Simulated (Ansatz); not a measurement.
System: CH2F2, charge 1, doublet. CH2F2+ (parent SMILES FCF, doublet).
B3LYP-D3(BJ)/def2-TZVP minimum from Ansatz (an electronic-structure program):
```
C
F 1 1.2809
F 1 1.2809 2 116.11
H 1 1.1705 2 112.06 3 130.54
H 1 1.1705 4 89.55 3 113.71
```
Charge +1, spin multiplicity 2.

Total energies in aug-cc-pVDZ, 19 correlated electrons, 3 frozen orbitals. Open shells are spin-unrestricted; no spin-orbit coupling. Cores are frozen in correlated methods. No relativity. The spin of CH2F2+ (parent SMILES FCF, doublet) was assumed, and the state is the lowest solution found for it.

```tsv
method	program	energy (Eh)	minus CCSDT(Q) (mEh)
HF	Ansatz	-237.47338	572.38
MP2	Ansatz	-238.01400	31.76
CCSD	Ansatz	-238.02685	18.91
CCSD(T)	Ansatz	-238.04373	2.04
CCSDT(Q)	Ansatz	-238.04577	0.00
```

Rough core times of Ansatz's runs on a shared machine: CCSD(T) under 20 s, CCSDT(Q) 30 min.
